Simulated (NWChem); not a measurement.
The numbers come from NWChem runs, not from measurements. System: acetonitrile (C$_{2}$H$_{3}$N), charge 0, spin multiplicity 1, at a geometry optimised with PBE0/def2-SVP. Level: EOM-CCSD/def2-SVPD, 3 core orbitals frozen.

Input file:

```
start mol
memory heap 100 mb stack 700 mb global 1900 mb
geometry units angstroms nocenter noautoz
  C      0.009633    -1.174896     0.000000
  C     -0.002296     0.278262     0.000000
  N     -0.011758     1.435113     0.000000
  H     -0.502914    -1.559572     0.893205
  H     -0.502914    -1.559572    -0.893205
  H      1.044111    -1.546842     0.000000
  symmetry group Cs
end
basis spherical
  * library def2-svpd
end
scf
  rhf
  nopen 0
  maxiter 100
  thresh 1e-7
  semidirect memsize 60000000 filesize 0
end
tce
  freeze core 3
  ccsd
  nroots 2
  2eorb
  2emet 13
  thresh 1e-5
  maxiter 200
  tilesize 24
end
task tce energy
```

Output (cleaned and shortened):

```
             Northwest Computational Chemistry Package (NWChem) 7.3.0
             --------------------------------------------------------

                                NWChem Input Module
                                -------------------

 Scaling coordinates for geometry "geometry" by  1.889725989
 (inverse scale =  0.529177249)

 Turning off AUTOSYM since
 SYMMETRY directive was detected!

                             Geometry "geometry" -> ""
                             -------------------------

 Output coordinates in angstroms (scale by  1.889725989 to convert to a.u.)

  No.       Tag          Charge          X              Y              Z
 ---- ---------------- ---------- -------------- -------------- --------------
    1 C                    6.0000     0.00963300    -1.17489600     0.00000000
    2 C                    6.0000    -0.00229600     0.27826200     0.00000000
    3 N                    7.0000    -0.01175800     1.43511300     0.00000000
    4 H                    1.0000    -0.50291400    -1.55957200     0.89320500
    5 H                    1.0000    -0.50291400    -1.55957200    -0.89320500
    6 H                    1.0000     1.04411100    -1.54684200     0.00000000

 Effective nuclear repulsion energy (a.u.)      58.4295767794

            Nuclear Dipole moment (a.u.)
            ----------------------------
        X                 Y               Z
 ---------------- ---------------- ----------------
    -0.0000018897     0.0000018897     0.0000000000

      Symmetry information
      --------------------

 Group name             Cs
 Group number              2
 Group order               2
 No. of unique centers     5

      Symmetry unique atoms

     1    2    3    4    6


 Summary of "ao basis" -> "" (spherical)
 ------------------------------------------------------------------------------
       Tag                 Description            Shells   Functions and Types
 ---------------- ------------------------------  ------  ---------------------
 *                         def2-svpd                  on all atoms

 Summary of "ao basis" -> "ao basis" (spherical)
[...]
 Iteration  19 using   38 trial vectors
   0.0010293648858   0.3282295045568    8.93158
   0.0001537488795   0.3428282691929    9.32884     1.1     1.1

 Iteration  20 using   40 trial vectors
   0.0016457929211   0.3282326938666    8.93167
   0.0003818848891   0.3428282673168    9.32884     2.1     2.1

 Iteration  21 using   42 trial vectors
   0.0170681173149   0.3282475619326    8.93207
   0.1335515985154   0.3306526930974    8.99752     1.5     1.5

 Iteration  22 using   44 trial vectors
   0.0707995733420   0.3184570785253    8.66566
   0.0021565624037   0.3282448544819    8.93200     1.9     1.9

 Iteration  23 using   46 trial vectors
   0.0320841182385   0.3163824147841    8.60921
   0.0008331124960   0.3282397096078    8.93186     2.0     2.0

 Iteration  24 using   48 trial vectors
   0.0133329276246   0.3158592386668    8.59497
   0.0003374348890   0.3282397487001    8.93186     1.1     1.1

 Iteration  25 using   50 trial vectors
   0.0055207625664   0.3155825996375    8.58744
   0.0001393837156   0.3282400369991    8.93187     1.3     1.3

 Iteration  26 using   52 trial vectors
   0.0024696135916   0.3155842774898    8.58749
   0.0000644620979   0.3282405238299    8.93188     1.8     1.8

 Iteration  27 using   54 trial vectors
   0.0010953214305   0.3155774429529    8.58730
   0.0000295986277   0.3282405253412    8.93188     1.5     1.5

 Iteration  28 using   56 trial vectors
   0.0004515794530   0.3155726363393    8.58717
   0.0000125469822   0.3282405241428    8.93188     1.6     1.6

 Iteration  29 using   58 trial vectors
   0.0001713355727   0.3155714477011    8.58714
   0.0000048555498   0.3282405609171    8.93188     1.3     1.3

 Iteration  30 using   59 trial vectors
   0.0000714912270   0.3155716244657    8.58714
   0.0000021367658   0.3282405425528    8.93188     0.8     0.8

 Iteration  31 using   60 trial vectors
   0.0000361182053   0.3155716825137    8.58715
   0.0000012148805   0.3282405497388    8.93188     1.2     1.2

 Iteration  32 using   61 trial vectors
   0.0000182902186   0.3155716595439    8.58715
   0.0000008179807   0.3282405526447    8.93188     1.1     1.1

 Iteration  33 using   62 trial vectors
   0.0000085438599   0.3155716767524    8.58715
   0.0000006289262   0.3282405506240    8.93188     1.0     1.0
 --------------------------------------------------------------
 Iterations converged
 ------------------

 Excited state root  1
 Excitation energy / hartree =        0.315571676752351
                   / eV      =        8.587145894049398
 largest EOMCCSD amplitudes: R1 and R2

 Singles contributions
    15a'  (alpha) ---    10a"  (alpha)       -0.5295055236
    16a'  (alpha) ---    10a"  (alpha)        0.2661854426
    19a'  (alpha) ---    10a"  (alpha)       -0.2697775556
    22a'  (alpha) ---    10a"  (alpha)        0.1134579881
    14a"  (alpha) ---    11a'  (alpha)        0.5295462558
    17a"  (alpha) ---    11a'  (alpha)       -0.2662206239
    18a"  (alpha) ---    11a'  (alpha)       -0.2697781498
    21a"  (alpha) ---    11a'  (alpha)       -0.1134646150

 Doubles contributions
 ------------------

 Excited state root  2
 Excitation energy / hartree =        0.328240550623954
                   / eV      =        8.931883639110517
 largest EOMCCSD amplitudes: R1 and R2

 Singles contributions
    15a'  (alpha) ---    10a"  (alpha)       -0.5344898381
    16a'  (alpha) ---    10a"  (alpha)        0.2591554896
    19a'  (alpha) ---    10a"  (alpha)       -0.2643387323
    22a'  (alpha) ---    10a"  (alpha)        0.1118073280
    14a"  (alpha) ---    11a'  (alpha)       -0.5344557044
    17a"  (alpha) ---    11a'  (alpha)        0.2591489205
    18a"  (alpha) ---    11a'  (alpha)        0.2643067813
    21a"  (alpha) ---    11a'  (alpha)        0.1117985373

 Doubles contributions

 Task  times  cpu:       94.5s     wall:       94.5s

 Total times  cpu:       94.5s     wall:       94.5s
```
